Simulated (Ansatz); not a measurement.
## Ansatz (development build ahead of 0.2.0) run

```yaml
crystal:
  periodic: [false, false, false]
  atoms:
    - { symbol: C, position_ang: [0.0, 0.0, -0.55593] }
    - { symbol: C, position_ang: [0.0, 0.0, 0.55593] }
    - { symbol: H, position_ang: [0.0, 0.0, -1.54491] }
    - { symbol: H, position_ang: [0.0, 0.0, 1.54491] }
basis:
  gaussian: { orbitals: cc-pVDZ }
hamiltonian:
  xc: hf
```

The input is written out in the form of the current development build from the run's settings.

The run gave:

| Item | Value |
| --- | --- |
| Converged | yes |
| Total energy | -76.79883 hartree |
| Spin squared of the determinant | 0.000 |

Caution: no unrestricted run beside it, a lower state can exist.
